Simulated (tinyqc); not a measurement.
UHF in the sto-3g basis, for OH-, spin multiplicity 1, step by step. The basis has no diffuse functions, so it cannot describe the extra electron: this is an exercise in the method, not the real anion. This run ends on a higher stationary point, not on the lowest solution. Computed by tinyqc, a small Python program that keeps every step (integrals from PySCF). Settings: charge = -1, multiplicity = 1, basis = sto-3g, energy threshold = 1e-09, iteration cap = 83, orthogonalisation = symmetric, start = core, DIIS depth = 6, shift = 1.0, method = UHF, break = 0.4. Command: `OMP_NUM_THREADS=1 python tinyqc.py 25436 25437 out.jsonl` (the two numbers bound the seeds that draw the settings). One thread of a shared host (Intel(R) Xeon(R) Processor @ 2.60GHz), about 0.2 s of CPU time with the checks.

Geometry (angstrom):
```
atom,x,y,z
O,0.000000,0.000000,0.000000
H,0.000000,0.000000,1.938000
```

Stop when the energy changes by less than 1e-09 hartree and every element of the error matrix X^T (F D S - S D F) X (for each spin) is below 9e-06.

Course of the cycle:
```
iteration,E (hartree),change,largest element of the error matrix
1,-73.12293978,-,3.10e-01
2,-73.60150436,-4.79e-01,2.35e-01
3,-73.61574942,-1.42e-02,2.31e-01
4,-73.59060004,2.51e-02,2.44e-01
5,-73.74819368,-1.58e-01,1.39e-01
6,-73.84839032,-1.00e-01,6.51e-02
7,-73.80714655,4.12e-02,5.14e-02
8,-73.79519190,1.20e-02,4.17e-02
9,-73.78194684,1.32e-02,2.23e-02
10,-73.77908567,2.86e-03,1.35e-02
11,-73.77798945,1.10e-03,8.17e-03
12,-73.77753886,4.51e-04,4.78e-03
13,-73.77740458,1.34e-04,3.11e-03
14,-73.77735763,4.70e-05,2.10e-03
...,...,...,...
27,-73.77733314,-2.55e-08,1.12e-04
28,-73.77733315,-1.77e-08,9.22e-05
29,-73.77733317,-1.23e-08,7.58e-05
30,-73.77733317,-8.44e-09,6.23e-05
31,-73.77733318,-5.84e-09,5.13e-05
32,-73.77733319,-4.01e-09,4.22e-05
33,-73.77733319,-2.70e-09,3.47e-05
34,-73.77733319,-1.84e-09,2.86e-05
35,-73.77733319,-1.26e-09,2.35e-05
36,-73.77733319,-8.57e-10,1.94e-05
37,-73.77733319,-5.82e-10,1.60e-05
38,-73.77733319,-3.96e-10,1.31e-05
39,-73.77733319,-2.67e-10,1.08e-05
40,-73.77733319,-1.82e-10,8.92e-06
```

Can the last value be used, and what does the course show?

No, though the log alone does not show it. Converged in 40 iterations. But the solution lies 0.18777 hartree above the reference: it is another stationary point, not the lowest one. Reruns (cap 100 unless said): DIIS 8: converged in 13 to a higher stationary point; damping 0.5: not converged; level shift 0.5: converged in 75 to a higher stationary point; atomic densities as start, DIIS 8: converged in 7 to a higher stationary point. PySCF UHF in the same basis, after a stability check = -73.96510714 hartree.
